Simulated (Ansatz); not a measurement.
**SiPH₃ (quintet): from Hartree-Fock to the top rungs, cc-pVTZ**

How much of the correlation energy of SiPH₃ (quintet) does each wave-function method recover here?

Method: cc-pVTZ, core rule «outside noble gas», up to 10 orbitals frozen; program: Ansatz 0.2.0, Gaussian basis.

The runs, in order: UHF; CCSD(T) on ROHF; CCSD(T) on UHF; BCCD(T) on ROHF; CCSDT(Q) on ROHF; CCSDT(Q) on UHF; CASSCF and NEVPT2, 12 electrons in 11 orbitals.

9 further runs of the same task are left out: 3 for a known fault of the program, 6 set aside as unsound or not needed.

### Step 1. The geometry

The geometry is a PBE0/def2-TZVP stationary point (not a proven minimum) of the parent state, kept for this charge and spin.

5 atoms, charge 0, spin multiplicity 5.

Atoms are counted from 1 here; the program's logs count them from 0.

Bond lengths: Si1–P2 2.245 Å, Si1–H3 1.489 Å, Si1–H4 1.489 Å, Si1–H5 1.489 Å. Angles: P2–Si1–H3 110.2°, P2–Si1–H4 110.2°, P2–Si1–H5 110.2°, H3–Si1–H4 108.7°, H3–Si1–H5 108.7°, H4–Si1–H5 108.7°.

### Step 2. UHF

Input file in.yaml:

```yaml
crystal:
  periodic: [false, false, false]
  atoms:
    - {symbol: Si, position_ang: [-1.095022, -0.008048, 0.002339]}
    - {symbol: P, position_ang: [1.149978, 0.008452, -0.002457]}
    - {symbol: H, position_ang: [-1.619119, 1.385319, 0.005761]}
    - {symbol: H, position_ang: [-1.601124, -0.712390, 1.212266]}
    - {symbol: H, position_ang: [-1.606323, -0.708402, -1.207717]}
basis:
  gaussian: {orbitals: cc-pVTZ}
magnetization: {spin_polarized: true, initial_magnetization: 4}
hamiltonian: {xc: hf}
output: {orbitals: {seedname: orbitals}}
```

Launch:

```console
$ ansatz run in.yaml --threads 1 --pin off --events-out ev --progress --plain --max-ram 4096MiB --backend cpu
```

The runs that follow: CCSD(T) on ROHF; CCSD(T) on UHF; BCCD(T) on ROHF; CCSDT(Q) on ROHF; CCSDT(Q) on UHF; CASSCF and NEVPT2, 12 electrons in 11 orbitals.

**Question.** What will the summary of the whole plan be? Wanted: UCCSDT(Q) from the RHF energy; RMP2 from UCCSDT(Q); UMP2 from UCCSDT(Q); RCCSD from UCCSDT(Q); RCCSD(T) from UCCSDT(Q); UCCSD(T) from UCCSDT(Q); RCCSDT(Q) from UCCSDT(Q); NEVPT2 valence from UCCSDT(Q); T1 diagnostic.

The runs gave:

```
                         quantity                      value
    UCCSDT(Q) from the ROHF energy                 -7.6091 eV
              RMP2 from UCCSDT(Q)              +144.3 kJ/mol
              UMP2 from UCCSDT(Q)              +146.2 kJ/mol
             RCCSD from UCCSDT(Q)               +35.3 kJ/mol
          RCCSD(T) from UCCSDT(Q)                +6.6 kJ/mol
          UCCSD(T) from UCCSDT(Q)                +6.4 kJ/mol
         RCCSDT(Q) from UCCSDT(Q)                +0.3 kJ/mol
    NEVPT2 valence from UCCSDT(Q)              +157.7 kJ/mol
levels within 1 kcal/mol (43 meV)  RCCSDT, UCCSDT, RCCSDT(Q)
                    T1 diagnostic                      0.033
   effectively unpaired electrons                       4.01
```

**Reading.** RCCSD(T) lands +6.6 kJ/mol from the yardstick (0.9 % of the correlation energy). One determinant dominates. These misses are within one basis, not against nature; the frozen cores of restricted and unrestricted runs differ, which can shift their rows.
